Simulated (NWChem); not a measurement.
System: hydrogen cyanide (CHN); SMILES C#N

Here is an NWChem input.

```
start job
memory heap 200 mb stack 900 mb global 1100 mb
geometry units angstroms noautoz
  C      0.000000     0.000000    -0.492458
  N      0.000000     0.000000     0.653160
  H      0.000000     0.000000    -1.561126
end
basis spherical
  * library def2-svp
end
dft
  xc xwpbe 1.00 cpbe96 1.0 hfexch 1.00
  cam 0.4 cam_alpha 0.0 cam_beta 1.0
  iterations 150
  mulliken
end
task dft energy
```

Structure relaxed at the PBE0-D3(BJ)/def2-TZVP level.

Task: Give the results of this calculation. (LC-wPBE (HJS exchange hole, range parameter 0.4 per bohr)/def2-SVP.) Quantities: energy (Ha); highest occupied level (eV); orbital gap (eV); dipole (D).

Result: The energy (Ha) is -93.27. The highest occupied level (eV) is -13.39 and the orbital gap (eV) is 16.70. The dipole (D) comes out as 2.92.
